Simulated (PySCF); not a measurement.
## Ionisation of methallyl alcohol

Parent: methallyl alcohol, `C=C(C)CO` (C4H8O). Coordinates in Å; atoms count from 1 in this order:
```
C     0.0122    1.6488    0.0101
C    -0.1354    0.3230   -0.0918
C    -1.3918   -0.3992    0.2848
C     0.9920   -0.5475   -0.5843
O     1.3490   -1.5446    0.3407
H     0.9513    2.1375   -0.2689
H    -0.7988    2.2921    0.3649
H    -2.1372    0.2728    0.7324
H    -1.1641   -1.2102    0.9940
H    -1.8426   -0.8796   -0.6008
H     0.6723   -1.0831   -1.4950
H     1.8555    0.0850   -0.8692
H     1.6311   -1.0992    1.1472
```

Energies: ωB97X-D3(BJ)/ma-def2-TZVP (PySCF, density fitting, integration grid level 2) on PBE0-D3(BJ)/def2-SVP structures. The prefix ma- adds one diffuse s and one diffuse p function on all atoms but H. ωB97X-D3(BJ) is ωB97X-V with D3(BJ) in place of VV10. Zero-point and thermal terms (298.15 K, 1 bar) come from unscaled PBE0-D3(BJ)/def2-SVP harmonic frequencies, with soft modes damped to free rotors in the entropy.

Frontier levels of the parent: HOMO -9.80 eV, LUMO 1.13 eV.

Oxidation to the radical cation:
- Vertical ionisation energy (electronic): 9.67 eV
- Adiabatic ionisation energy (with zero-point energy): 8.93 eV
- Adiabatic, electronic part: 9.04 eV
- Vertical gap at the product's structure: 8.55 eV
- Inner reorganisation energy (four-point): 1120 meV
- Relaxation of product / of parent: 633 / 487 meV
- ⟨S²⟩ of the product: 0.755
- Largest spin populations: C1 0.65, C2 0.18
- Largest changes of atomic charge: C1 0.23, C2 0.22, H (on C3) 0.08
- Distances that move most (Å): C1–C2 1.338 → 1.404; C4–O5 1.406 → 1.362; C2–C3 1.497 → 1.457; C2–C4 1.507 → 1.471
- Potential in acetonitrile: 6.54 V absolute, 1.99 V against Fc+/Fc computed at 4.54 V (solvation -20 → -249 kJ/mol)

Solvents are IEF-PCM continua (electrostatics only, gas-phase structures); absolute potentials refer to an electron at rest in vacuum. Fc+/Fc in acetonitrile, 4.54 V, is ωB97X-D3(BJ)/ma-def2-TZVP on PBE0-D3(BJ)/def2-SVP structures with GFN2-xTB thermal terms. Benchmark calculations put it near 5.0 V in acetonitrile and DMSO, so it is about 0.5 V low, and the value against it can read up to that much too high.

Measured values (NIST Chemistry WebBook, evaluated or the median of agreeing entries): adiabatic ionisation energy 9.24 eV (computed 8.93, difference -0.31).

Differences come from unrounded values, so a last digit can differ from that of the printed terms.
